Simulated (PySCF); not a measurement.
These are PySCF 2.14.0 with B3LYP-D3(BJ)/def2-TZVP // PBE0-D3(BJ)/def2-SVP values and carry that method's errors. Isolated molecules, 0 K electronic values unless said otherwise. B3LYP has the VWN-RPA correlation part, as in Gaussian. Delta-SCF ions had no search for a lower state. Excitations are Tamm–Dancoff values on a coarser integration grid. The basis has no diffuse functions, so Rydberg states are missing or too high.

Reference species (SMILES): `N#C` (neutral, multiplicity 1).

| Item | Result |
|---|---|
| vertical ionisation energy (Delta-SCF) | 13.67 eV |
| HOMO | -10.12 eV |
| S1 excitation (TDA) | 7.82 eV |
| HOMO–LUMO gap | 10.03 eV |

After one change: the vertical ionisation energy (Delta-SCF) drops by 5.05 eV; the HOMO rises by 4.09 eV; the S1 excitation (TDA) falls by 2.42 eV; the HOMO–LUMO gap decreases by 3.31 eV.

Question: What was changed between the two runs? The new species is one of these.
A) `CSC`
B) `CN(C)C`
C) `CC#N`
D) `c1ccncc1`

Answer: A, `CSC`
